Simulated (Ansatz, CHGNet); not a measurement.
For rock-salt BaO, the machine-learned potential CHGNet 0.3.0 (trained on PBE and PBE+U data) gives:

| Property | Value |
|---|---|
| lattice parameter a | 5.622 Å |
| elastic constant C11 | 112 GPa |
| elastic constant C44 | 25.3 GPa |
| polycrystal shear modulus | 29.0 GPa |

Problem. What does PBE0 in Ansatz (PAW) give for the same quantities?

Solution. 
- lattice constant a: 5.531 Å (falls by 1.6 %)
- elastic constant C11: 127 GPa (grows by 13 %)
- elastic constant C44: 37.2 GPa (grows by 47 %)
- Voigt–Reuss–Hill shear modulus: 37.7 GPa (rises by 30 %)

For comparison: lattice constant a 5.54 Å (measured, 300 K, not corrected to a static lattice; as tabulated in Santana et al. (2016), arXiv:1608.06321); elastic constant C11 126 GPa (measured, temperature not stated, not corrected to a static lattice; as tabulated in Oses et al. (2018), arXiv:1811.08464); elastic constant C44 33.7 GPa (measured, temperature not stated, not corrected to a static lattice; as tabulated in Oses et al. (2018), arXiv:1811.08464).

Changes are worked out from the printed values.

Unless a cell is named, each level is at its own relaxed cell (CHGNet 0.3.0 22.21, PBE0 21.15 Å³/atom).

Ansatz's density-functional and Hartree–Fock values are scalar-relativistic unless marked +SOC, with PAW data made under PBE.

Ansatz is a program for electronic structure.
